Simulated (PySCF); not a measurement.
# Bonding in protonated nitrous oxide

Protonated nitrous oxide, HN2O (charge +1).
Numbering: `[NH:1]=[N+:2]=[O:3]` (hydrogens: H4 on N1)

Geometry (GFN2-xTB, Å), atoms numbered from 1 in this order:
```
atom  x, y, z in Å
N1    -0.5401    0.0154    0.1060
N2     0.5002   -0.0109    0.5099
O3     1.5320   -0.0355    0.9103
H4    -1.4819    0.0358   -0.2595
```

Bond orders from the PBE0/pcSseg-1 density (PySCF). Isolated species at its GFN2-xTB geometry, gas phase.

Task: How far do the computed orders between heavy atoms stray from the drawn ones?

Result: The largest departure is 0.193, at N1–N2 (drawn double, 1.807).

Task: Give the Mayer order of every bond, beside its length.

Result: 
| bond | drawn as | length (Å) | Mayer order |
| --- | --- | --- | --- |
| N1–N2 | double | 1.116 | 1.807 |
| N2–O3 | double | 1.107 | 1.936 |
| N1–H4 | single | 1.010 | 0.958 |

Task: Sum the orders of all bonds at each heavy atom with more than one neighbour and set the sums beside the valence in the SMILES.

Result: N1 2.765 (drawn 3), N2 3.743 (drawn 4). Orders between atoms that aren't bonded are not in these sums.

The Mayer order sums products of elements of PS (density times overlap matrix) between the two atoms' basis functions, so it depends on the basis set.
